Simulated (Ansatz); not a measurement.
```yaml
crystal:
  periodic: [false, false, false]
  atoms:
    - {symbol: Ge, position_ang: [-0.826897, -0.442953, -0.003785]}
    - {symbol: S, position_ang: [0.884866, 1.029336, 0.008772]}
    - {symbol: N, position_ang: [2.049066, -0.084675, -0.000671]}
    - {symbol: H, position_ang: [2.968349, 0.353663, 0.003077]}
basis:
  gaussian: {orbitals: def2-TZVP}
magnetization: {spin_polarized: true, initial_magnetization: 2}
hamiltonian: {xc: pbe0}
relax: {f_tol: 0.004, max_steps: 80}
```

```sh
$ ansatz run in.yaml --threads 1 --pin off --events-out ev --progress --plain --max-ram 2176MiB
```

Steps of the relaxation (energy above the last step; positions in Å, forces in eV/Å):

```
4
step 1, 78.2 meV
Ge   -0.827   -0.443   -0.004   -0.047    0.314    0.003
S     0.885    1.029    0.009   -0.650    0.060    0.000
N     2.049   -0.085   -0.001    0.556   -0.729   -0.006
H     2.968    0.354    0.003    0.141    0.355    0.003
```

```
4
step 2, 18.1 meV
Ge   -0.954   -0.394   -0.003    0.215    0.130    0.001
S     0.872    0.918    0.008   -0.073    0.068    0.001
N     2.140   -0.101   -0.001    0.136   -0.429   -0.004
H     3.018    0.432    0.004   -0.278    0.231    0.002
```

```
4
step 3, 8.9 meV
Ge   -0.946   -0.388   -0.003    0.107    0.064    0.001
S     0.874    0.914    0.008   -0.054    0.112    0.001
N     2.140   -0.111   -0.001    0.149   -0.339   -0.003
H     3.007    0.440    0.004   -0.202    0.163    0.001
```

```
4
step 7, 0.0 meV
Ge   -0.938   -0.376   -0.003    0.000    0.000    0.000
S     0.881    0.906    0.008    0.000    0.000    0.000
N     2.148   -0.135   -0.001    0.000    0.000    0.000
H     2.984    0.461    0.004    0.000    0.000    0.000
```

Close pairs at the end: N3–H4 1.027 Å, S2–N3 1.640 Å, Ge1–S2 2.225 Å.

A stationary point of unrestricted PBE0 after 7 steps, with ⟨S²⟩ = 2.018 against 2.00 for a pure state; no frequencies were run, so it isn't proven a minimum. 56 s on 1 thread of Arm Neoverse V1, shared host.
